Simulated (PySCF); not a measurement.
# N(OH)₂: doublet, from a bent start

Where does doublet N(OH)₂ go from a bent start, is the end point a minimum, and what are its modes, charges and moments?

Program: PySCF 2.14.0. Level of theory: PBE0, basis N def2-TZVP, O def2-TZVP, H def2-TZVP, no relativity, density fitting. These are calculated values, not measurements.

### Step 1. Starting geometry

5 atoms, charge 0, spin multiplicity 2.

Bond lengths: N1–O2 1.340 Å, N1–O3 1.340 Å, O2–H4 0.960 Å, O3–H5 0.960 Å. Angles: O2–N1–O3 110.0°, N1–O2–H4 130.0°, N1–O3–H5 130.0°.

```xyz
5
charge 0 multiplicity 2
N     0.0000    0.0000    0.0000
O     1.0977    0.0000    0.7686
O    -1.0977    0.0000    0.7686
H     1.6031   -0.7354    1.1225
H    -1.6031    0.7354    1.1225
```

### Step 2. First SCF at the start

The steps below are one call of a driver around PySCF. For each, scf.py gives the equivalent set-up of the SCF; relaxations use the driver's own optimiser. After this first run the driver tries any further starts and a stability analysis.

Input file scf.py:

```python
from pyscf import gto, scf, dft
mol = gto.M(atom='''
N      0.000000     0.000000     0.000000
O      1.097700     0.000000     0.768600
O     -1.097700     0.000000     0.768600
H      1.603100    -0.735400     1.122500
H     -1.603100     0.735400     1.122500''',
    basis={'N': 'def2-TZVP', 'O': 'def2-TZVP', 'H': 'def2-TZVP'},
    charge=0, spin=1)
mf = dft.UKS(mol, xc='PBE0')
mf.grids.atom_grid = (50, 194)
aux = {'N': 'def2-universal-JKFIT', 'O': 'def2-universal-JKFIT', 'H': 'def2-universal-JKFIT'}
mf = mf.density_fit(auxbasis=aux)
mf.conv_tol = 1e-08
mf.diis_space = 10
mf.max_cycle = 60
mf.init_guess = 'minao'
mf.verbose = 4
mf.kernel()
```

Launch:

```sh
$ OMP_NUM_THREADS=2 python axn.py task.json out
```

What it wrote:

```text
init E= -206.457093177927
[... the frontier-level lines of each cycle are left out ...]
cycle= 1 E= -205.996463519459  delta_E= 0.461  |g|= 0.566  |ddm|= 1.29
cycle= 2 E= -205.844751512679  delta_E= 0.152  |g|= 0.876  |ddm|= 0.637
cycle= 3 E= -206.099828100278  delta_E= -0.255  |g|= 0.0763  |ddm|= 0.424
cycle= 4 E= -206.10206162958  delta_E= -0.00223  |g|= 0.0283  |ddm|= 0.083
cycle= 5 E= -206.102416240055  delta_E= -0.000355  |g|= 0.00725  |ddm|= 0.0241
cycle= 6 E= -206.102446973016  delta_E= -3.07e-05  |g|= 0.00149  |ddm|= 0.00769
cycle= 7 E= -206.102449391804  delta_E= -2.42e-06  |g|= 0.000512  |ddm|= 0.00224
cycle= 8 E= -206.102449626841  delta_E= -2.35e-07  |g|= 0.000122  |ddm|= 0.000714
cycle= 9 E= -206.102449646498  delta_E= -1.97e-08  |g|= 3.39e-05  |ddm|= 0.000224
cycle= 10 E= -206.102449647735  delta_E= -1.24e-09  |g|= 7.88e-06  |ddm|= 6.12e-05
Extra cycle  E= -206.102449647809  delta_E= -7.4e-11  |g|= 3.56e-06  |ddm|= 1.46e-05
converged SCF energy = -206.102449647809  <S^2> = 0.75456021  2S+1 = 2.004555
```

This step, with its further starts and checks, took 3.7 s on 2 threads of AMD EPYC 9R45 (Zen 5), shared host.

No lower solution of this spin turned up in the test of internal stability.

### Step 3. Bent start, doublet: relaxation

The program finds C2 symmetry in the start, which this walk keeps.

scf.py, as its differences from that of step 2:

```diff
@@ -3,5 +3,5 @@
-N      0.000000     0.000000     0.000000
-O      1.097700     0.000000     0.768600
-O     -1.097700     0.000000     0.768600
-H      1.603100    -0.735400     1.122500
-H     -1.603100     0.735400     1.122500''',
+N      0.000000     0.000000    -0.559274
+O      1.097700    -0.000000     0.209326
+O     -1.097700     0.000000     0.209326
+H      1.603100    -0.735400     0.563226
+H     -1.603100     0.735400     0.563226''',
@@ -17 +16,0 @@
-mf.init_guess = 'minao'
```

Energy and gradient, step by step:

```tsv
step	energy (Eh)	change (kJ/mol)	largest symmetric gradient (Eh/bohr)
0	-206.102450	0.00	0.04246
1	-206.121256	-49.38	0.01692
2	-206.124944	-59.06	0.01471
3	-206.126464	-63.05	0.00457
4	-206.128619	-68.71	0.03519
5	-206.129489	-70.99	0.00494
6	-206.130914	-74.73	0.01126
7	-206.131596	-76.52	0.01674
8	-206.132265	-78.28	0.01912
9	-206.133493	-81.50	0.01688
10	-206.135024	-85.52	0.00513
11	-206.135312	-86.28	0.00786
12	-206.135575	-86.97	0.00123
13	-206.135590	-87.01	0.00025
14	-206.135592	-87.02	0.00025
```

The walk took 20 s.

Positions (Å) and forces (eV/Å) along the way:

```
step 0
N    0.000   0.000  -0.559   0.000   0.000  -0.724
O    1.098   0.000   0.209   0.762   2.183   0.808
O   -1.098   0.000   0.209  -0.762  -2.183   0.808
H    1.603  -0.735   0.563  -0.829  -1.115  -0.446
H   -1.603   0.735   0.563   0.829   1.115  -0.446
step 1
N    0.000   0.000  -0.547   0.000   0.000   0.153
O    1.093   0.097   0.259   0.719  -0.088   0.491
O   -1.093  -0.097   0.259  -0.719   0.088   0.491
H    1.515  -0.762   0.507  -0.870   0.548  -0.568
H   -1.515   0.762   0.507   0.870  -0.548  -0.568
step 7
N    0.000   0.000  -0.662   0.000   0.000  -0.224
O    1.087   0.178   0.136   0.291  -0.761   0.428
O   -1.087  -0.178   0.136  -0.291   0.761   0.428
H    1.169  -0.640   0.688  -0.198   0.861  -0.316
H   -1.169   0.640   0.688   0.198  -0.861  -0.316
step 14
N    0.000   0.000  -0.738   0.000   0.000  -0.005
O    1.095   0.129   0.061  -0.005  -0.011   0.013
O   -1.095  -0.129   0.061   0.005   0.011   0.013
H    0.989  -0.492   0.801   0.004   0.009  -0.010
H   -0.989   0.492   0.801  -0.004  -0.009  -0.010
```

After 14 steps and 87.0 kJ/mol it ends at C2: N–O 1.362 Å (×2), O–H 0.972 Å (×2); H–O–N 107.4° (×2), O–N–O 108.1°.

### Step 4. Frequencies

On the finer grid the gradient is checked again; gradients at displacements of ±0.02 bohr then give force constants and infrared intensities.

scf.py, as its differences from that of step 3:

```diff
@@ -3,5 +3,5 @@
-N      0.000000     0.000000    -0.559274
-O      1.097700    -0.000000     0.209326
-O     -1.097700     0.000000     0.209326
-H      1.603100    -0.735400     0.563226
-H     -1.603100     0.735400     0.563226''',
+N      0.000000     0.000000    -0.597210
+O      1.095029     0.128347     0.201622
+O     -1.095029    -0.128347     0.201622
+H      0.989474    -0.491288     0.942697
+H     -0.989474     0.491288     0.942697''',
@@ -11 +11 @@
-mf.grids.atom_grid = (50, 194)
+mf.grids.atom_grid = (75, 302)
@@ -14 +14 @@
-mf.conv_tol = 1e-08
+mf.conv_tol = 1e-10
```

The driver hands on the density of the step before, so the log starts near convergence.

SCF at the final geometry:

```text
init E= -206.135605916504
[... the frontier-level lines of each cycle are left out ...]
cycle= 1 E= -206.135605916506  delta_E= -1.25e-12  |g|= 8.43e-07  |ddm|= 8.04e-07
Extra cycle  E= -206.135605916506  delta_E=    0  |g|= 1.43e-06  |ddm|= 1.05e-06
converged SCF energy = -206.135605916506  <S^2> = 0.7544967  2S+1 = 2.0044917
```

The whole step took 41 s.

Geometry: C2; N–O 1.362 Å (×2), O–H 0.972 Å (×2); H–O–N 107.5° (×2), O–N–O 108.1°.

Modes, for the most abundant isotopes:

| symmetry | ω (cm⁻¹) | IR (km/mol) |
| --- | --- | --- |
| b | 71 | 127 |
| a | 533 | 79.5 |
| a | 589 | 5.6 |
| b | 1015 | 221 |
| a | 1022 | 34.6 |
| b | 1270 | 103 |
| a | 1412 | 8.3 |
| b | 3685 | 21.0 |
| a | 3689 | 21.5 |

All wavenumbers are real: a minimum.

Properties at this point:

```
Dipole moment                                                   : 2.89 D
Highest occupied level                                          : -6.90 eV
Lowest empty level                                              : -1.70 eV
Rotational constants                                            : 1.918, 0.4077, 0.3459 cm⁻¹
Zero-point energy                                               : 79.5 kJ/mol
Principal polarisabilities                                      : 14.1, 19.7, 23.4 bohr³
Atomisation energy without zero-point energy                    : 1450 kJ/mol
Principal traceless quadrupole moments about the centre of mass : -5.27, 2.44, 2.83 D Å
Entropy at 298.15 K and 1 bar (electronic part: spin only)      : 268.9 J/(mol K)
Heat capacity Cp at 298.15 K                                    : 54.9 J/(mol K)
Enthalpy at 298.15 K above 0 K                                  : 13.19 kJ/mol
Rotational symmetry number                                      : 2
Spin squared ⟨S²⟩                                               : 0.754
```

Charges (e) and bond orders:

```tsv
atom	Mulliken	Löwdin	polar tensor	spin (Mulliken)	Mayer order to N1
N1	0.06	-0.16	0.50	0.82	–
O2,3	-0.33	-0.08	-0.49	0.07	1.03
H4,5	0.30	0.15	0.24	0.02	0.04
```

Outer orbital energies (eV). α occupied: -21.43, -17.20, -14.04, -13.94, -11.96, -10.39, -9.46, -6.90; empty: 0.49, 1.46, 3.71, 5.02. β occupied: -29.22, -20.58, -16.89, -13.81, -12.91, -11.25, -10.07, -8.83; empty: -1.70, 0.59, 1.66, 4.38.

Mulliken populations on N1: s 3.83, p 2.99, d 0.11, f 0.01.

### Step 5. Real-space pictures of the lowest minimum

The plane holds N1 at (0.00, 0.00), O2 at (1.36, 0.00), O3 at (-0.42, 1.29) Å. Columns run from x = -2.55 to 3.75 Å, rows from y = 3.45 (top) to -1.95 Å, in steps of 0.3 Å.

Density (cut at 5 e/Å³):

Ten steps from '0' (0.000 e/Å³) to '9' (5.000 e/Å³), finer at the low end (step k begins (100^(k/10) - 1)/99 of the way up):
```
0000000000000000000000
0000000000000000000000
0000000000000000000000
0000001111100000000000
0000123443210000000000
0001246765421000000000
0001369997521100000000
0002479998532221000000
0002479997533443100000
0001357887545664210000
0000135788778986310000
0000135899889997410000
0000135899889997420000
0000125788768986310000
0000023565445654210000
0000012333222332100000
0000000111101110000000
0000000000000000000000
0000000000000000000000
```

ELF (0 where the density is under 0.005 e/Å³):

Ten even steps from '0' (0.00) to '9' (1.00):
```
0000000000000000000000
0000000000000000000000
0000000000000000000000
0000111112210000000000
0012344445530000000000
0025677677640000000000
0146888578620001000000
0147897927500133200000
0136887056201565310000
0013466786215776310000
0000013675557787410000
0000015511684447510000
0000158811674358620000
0001479997557898731000
0001589998326898631000
0000478986103787520000
0000257763001455310000
0000024431000122000000
0000000000000000000000
```

Electrostatic potential (cut at 20 V):

Ten steps from '0' (-1.53 V) to '9' (20.00 V), finer at the low end (step k begins (100^(k/10) - 1)/99 of the way up):
```
4444444555555555555555
4444445555555555555555
4444445555655555555555
4333445566666555555555
3333346677666665555555
3322368998766666555555
3322479999776666655555
3222499999876666665555
3222589999877777665555
3323479999888887665555
3333468999999998755554
3333468999999999755444
3333358999999999654444
3332236999999997544444
3332113678777764333444
3332100245554432233344
3332210123333222233344
3333221122333222333344
3333322223333333333444
```

Along N1–O2 (1.362 Å) the density is least, 2.38 e/Å³, about 0.61 Å from N1; ELF there is 0.84.

Values on the line from N1 (at 0) through O2 (at 1.362 Å):

```tsv
distance (Å)	density (e/Å³)	ELF	electrostatic potential (V)	spin density (e/Å³)
-0.48	2.27	0.723	41.6	-0.0105
-0.34	3.47	0.28	91.8	0.0119
-0.20	10	0.148	229	0.0361
-0.07	234	0.999	1.07e+03	0.206
0.14	43.2	0.938	422	0.0521
0.27	4.2	0.0623	146	0.075
0.41	2.85	0.524	67	0.0472
0.54	2.45	0.81	36.1	0.0118
0.68	2.45	0.842	26.7	-0.0118
0.82	3.02	0.823	33.8	-0.0293
0.95	4.3	0.68	64.7	-0.0461
1.09	6.3	0.154	152	-0.0625
1.23	41.8	0.675	469	-0.054
1.43	275	0.998	1.2e+03	-0.00797
1.57	11	0.0863	249	-0.048
1.70	5.22	0.499	92.8	-0.0282
1.84	2.99	0.746	38.9	-0.0183
1.97	1.54	0.755	17.3	-0.0114
2.11	0.757	0.69	7.98	-0.00662
```

Making the fields took 0.8 s.

### Step 6. Outcome

| quantity | value |
| --- | --- |
| minimum | doublet, C2 |
| geometry | N–O 1.362 Å (×2), O–H 0.972 Å (×2); H–O–N 107.5° (×2), O–N–O 108.1° |
| wavenumbers (cm⁻¹) | 71 (b), 533 (a), 589 (a), 1015 (b), 1022 (a), 1270 (b), 1412 (a), 3685 (b), 3689 (a) |
| dipole moment | 2.89 D |
| highest occupied, lowest empty level (either spin) | -6.90, -1.70 eV |
| polar-tensor charge of N1 | +0.50 e |
| zero-point energy | 79.5 kJ/mol |
| entropy at 298.15 K | 268.9 J/(mol K) |
| atomisation energy (no zero-point energy) | 1450 kJ/mol |
| ⟨S²⟩ | 0.754 |

In words: The bent start keeps its C2 symmetry and ends in a minimum. The strongest infrared band lies at 1015 cm⁻¹ (b). Most of the spin sits on N1 (Mulliken spin 0.82, against 1 for the whole molecule). The density between N1 and O2 is high and ELF large, as in a shared bond. Other starts or spin states, not run here, may lie lower.

The search up to here took 65 s on 2 threads of AMD EPYC 9R45 (Zen 5), shared host.
